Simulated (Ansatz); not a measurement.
**NH3+ (doublet): wave-function methods side by side at a displaced geometry (v1), cc-pVTZ**

Aim: climb from Hartree-Fock through coupled cluster and multireference methods for NH3+ (doublet) at one geometry and basis, and see what each rung misses.

The runs use Ansatz 0.2.0, Gaussian basis; cc-pVTZ, core rule «outside noble gas», up to 1 orbitals frozen.

The runs, in order: UHF; CCSD(T) on ROHF; CCSD(T) on UHF; BCCD(T) on ROHF; CCSDT(Q) on ROHF; CCSDT(Q) on UHF; CASSCF and MRCISD+Q, 7 electrons in 7 orbitals; CASSCF and NEVPT2, 7 electrons in 7 orbitals.

11 further runs of the same task are left out: 2 that didn't finish, 9 set aside as unsound or not needed.

## Step 1: The system

The geometry is a PBE0/def2-TZVP stationary point (not a proven minimum) with its atoms shifted at random (size 0.040 Å).

4 atoms, charge 1, spin multiplicity 2.

Atoms are counted from 1 here; the program's logs count them from 0.

Bond lengths: N1–H2 1.023 Å, N1–H3 1.041 Å, N1–H4 1.069 Å. Angles: H2–N1–H3 117.4°, H2–N1–H4 121.2°, H3–N1–H4 121.2°.

## Step 2: UHF

in.yaml

```yaml
crystal:
  periodic: [false, false, false]
  atoms:
    - {symbol: N, position_ang: [0.000553, -0.000437, 0.005260]}
    - {symbol: H, position_ang: [1.023741, -0.002824, -0.005963]}
    - {symbol: H, position_ang: [-0.476239, 0.922677, -0.051268]}
    - {symbol: H, position_ang: [-0.555191, -0.913784, -0.015871]}
basis:
  gaussian: {orbitals: cc-pVTZ}
total_charge: 1
magnetization: {spin_polarized: true, initial_magnetization: 1}
hamiltonian: {xc: hf}
output: {orbitals: {seedname: orbitals}}
```

Launch:

```sh
$ ansatz run in.yaml --threads 1 --pin off --events-out ev --progress --plain --max-ram 2393MiB
```

The runs that follow: CCSD(T) on ROHF; CCSD(T) on UHF; BCCD(T) on ROHF; CCSDT(Q) on ROHF; CCSDT(Q) on UHF; CASSCF and MRCISD+Q, 7 electrons in 7 orbitals; CASSCF and NEVPT2, 7 electrons in 7 orbitals.

**Question.** What will the summary of the whole plan be? Wanted: UCCSDT(Q) below the RHF energy; RMP2 from UCCSDT(Q); UMP2 from UCCSDT(Q); RCCSD from UCCSDT(Q); RCCSD(T) from UCCSDT(Q); UCCSD(T) from UCCSDT(Q); RCCSDT(Q) from UCCSDT(Q); NEVPT2 valence from UCCSDT(Q); MRCISD+Q valence from UCCSDT(Q).

As calculated:

| quantity | value |
| --- | --- |
| UCCSDT(Q) below the RHF energy | -5.7060 eV |
| RMP2 from UCCSDT(Q) | +654.0 meV |
| UMP2 from UCCSDT(Q) | +663.7 meV |
| RCCSD from UCCSDT(Q) | +148.1 meV |
| RCCSD(T) from UCCSDT(Q) | +14.7 meV |
| UCCSD(T) from UCCSDT(Q) | +13.8 meV |
| RCCSDT(Q) from UCCSDT(Q) | +1.3 meV |
| NEVPT2 valence from UCCSDT(Q) | +673.9 meV |
| MRCISD+Q valence from UCCSDT(Q) | +19.3 meV |
| levels within 1 kcal/mol (43 meV) | RCCSD(T), UCCSD(T), BCCD(T), RCCSDT, UCCSDT, RCCSDT(Q), MRCISD+Q valence |
| T1 diagnostic | 0.014 |
| effectively unpaired electrons | 1.01 |

What this shows: RCCSD(T) lands +14.7 meV from the yardstick (0.3 % of the correlation energy). One determinant dominates. Of the multireference levels listed MRCISD+Q valence comes nearest in total energy (+19.3 meV), which doesn't show that its space is the better one. These misses are within one basis, not against nature; the frozen cores of restricted and unrestricted runs differ, which can shift their rows.
